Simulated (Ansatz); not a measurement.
**BSiCl+ (doublet): wave-function methods side by side, cc-pVDZ**

An exercise on one series of results from a longer session: the logs are not shown, and one member is left open.

Program: Ansatz 0.2.0, Gaussian basis. Level of theory: cc-pVDZ, core rule «outside noble gas», up to 11 orbitals frozen. These are calculated values, not measurements.

Plan: UHF; CCSD(T) on ROHF; CCSD(T) on UHF; BCCD(T) on ROHF; CISD as a restricted active space (open shells left free, so some higher excitations enter); CCSDT(Q) on ROHF; CCSDT(Q) on UHF; CASSCF and MRCISD+Q, 11 electrons in 11 orbitals; CASSCF and NEVPT2, 11 electrons in 11 orbitals.

25 further runs of the same task are left out: 10 that didn't finish, 15 set aside as unsound or not needed. Runs told in other sessions of the task aren't counted.

## The geometry

The geometry is a PBE0/def2-TZVP stationary point (not a proven minimum) of the parent state, kept for this charge and spin.

3 atoms, charge 1, spin multiplicity 2.

Atoms are counted from 1 here; the program's logs count them from 0.

Bond lengths: B1–Si2 1.881 Å, B1–Cl3 1.690 Å. Angles: Si2–B1–Cl3 180.0°.

The first run:

in.yaml reads:

```yaml
crystal:
  periodic: [false, false, false]
  atoms:
    - {symbol: B, position_ang: [0.000000, 0.000000, 0.063696]}
    - {symbol: Si, position_ang: [0.000000, 0.000000, -1.817242]}
    - {symbol: Cl, position_ang: [0.000000, 0.000000, 1.753546]}
basis:
  gaussian: {orbitals: cc-pVDZ}
total_charge: 1
magnetization: {spin_polarized: true, initial_magnetization: 1}
hamiltonian: {xc: hf}
output: {orbitals: {seedname: orbitals}}
```

Started as:

```console
ansatz run in.yaml --threads 1 --pin off --events-out ev --progress --plain --max-ram 2393MiB
```

Among the steps run: UHF; CCSD(T) on ROHF; CCSD(T) on UHF; BCCD(T) on ROHF; CISD as a restricted active space (open shells left free, so some higher excitations enter); CCSDT(Q) on ROHF; CCSDT(Q) on UHF; CASSCF and MRCISD+Q, 11 electrons in 11 orbitals; CASSCF and NEVPT2, 11 electrons in 11 orbitals.

One of the session's tables, all rows but one given; the rest of the session is left out.

```
          method  from UCCSDT(Q) (meV)
            ROHF               +8210.2
             UHF               +8093.2
            RMP2               +1371.8
            UMP2               +1516.2
            CISD               +1168.5
           RCCSD                +354.3
           UCCSD                +362.7
        RCCSD(T)                     ?
        UCCSD(T)                 +68.0
         BCCD(T)                 +59.1
          RCCSDT                 +20.9
          UCCSDT                 +21.9
       RCCSDT(Q)                  +5.8
       UCCSDT(Q)                     0
  CASSCF valence               +5580.8
  NEVPT2 valence               +1162.7
  MRCISD valence                +525.5
MRCISD+Q valence                 +79.3
```

Estimate the missing values for RCCSD(T).

**Answer.** from UCCSDT(Q) (meV): +62.2. In the column «from UCCSDT(Q) (meV)» it lies between BCCD(T) (+59.1) and UCCSD(T) (+68.0).

To keep in mind: Restricted and unrestricted rows rest on different reference determinants; a gap between their highest levels can come from leftover correlation error, from unlike frozen cores or from another state.
